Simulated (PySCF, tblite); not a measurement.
# CH₂FO radical: geometry, infrared bands and EPR parameters

What infrared bands and EPR parameters should CH₂FO radical (`[O]CF`) show?

The runs use tblite 0.8.0 and PySCF 2.14.0, with density-fitted response routines of our own; the level of theory stands in each step. All values are computed, except where a source is named. Atoms count from 0, in the outputs and in this text.

**1. The starting structure**

5 atoms, charge 0, multiplicity 2; geometry from: force field or distance geometry start.

Bonds of the start (Å): O0–C1 1.37, C1–F2 1.39, C1–H3 1.11, C1–H4 1.09.

**2. Relaxing the molecule with GFN2-xTB**

Job settings and geometry (Å):

```
{"job": {"kind": "relax", "xc": "GFN2-xTB", "basis": "xTB"}, "charge": 0, "multiplicity": 2}
O     -1.126800     0.716300    -0.043900
C     -0.006000    -0.065300    -0.009600
F      1.156100     0.703000     0.029900
H     -0.049900    -0.675500     0.917500
H      0.035300    -0.675700    -0.911200
```

The run is started by

```sh
$ OMP_NUM_THREADS=1 python probes_run.py task.json out
```

The driver reads the jobs from task.json and runs them one after another.

**Question.** This job is followed by: GFN2-xTB harmonic vibrations, gas phase; UKS B3LYP, pcH-1 on C F H O, non-relativistic, mean-field spin-orbit, GIAO. What will the session give for the following? strongest single infrared mode (GFN2-xTB); zero-point energy (GFN2-xTB); g(iso) (B3LYP); ⟨S²⟩; largest a(iso) (averaged by class); potential on the surface of density 0.002 e/bohr³, 1st and 99th percentile.

As calculated:

```
                                                                  quantity                    value
                                 strongest single infrared mode (GFN2-xTB)     847 cm⁻¹, 191 km/mol
                                              zero-point energy (GFN2-xTB)            17.3 kcal/mol
                                                            g(iso) (B3LYP)                  2.00967
                                                                      ⟨S²⟩       0.755 (exact 0.75)
                                        largest a(iso) (averaged by class)  1H on H3, H4, 354.9 MHz
potential on the surface of density 0.002 e/bohr³, 1st and 99th percentile       -1.10 V and 1.72 V
```

Over 10 steps the energy fell by 0.272 eV; of the close pairs, O0–C1 changed most, 1.367 to 1.253 Å. No mode is imaginary among the 9: a minimum at this level. The strongest single mode, at 847 cm⁻¹, moves mainly C1 and F2. GFN2-xTB is a fitted tight-binding method: band positions and strengths are rough. Its intensities can rank the bands wrongly. O0 carries the largest spin population, 0.77 e. The isotropic g lies 7.3 ppt above the free-electron value. The conformer search found further structures of the same energy, which may be mirror or relabelled copies of this one.
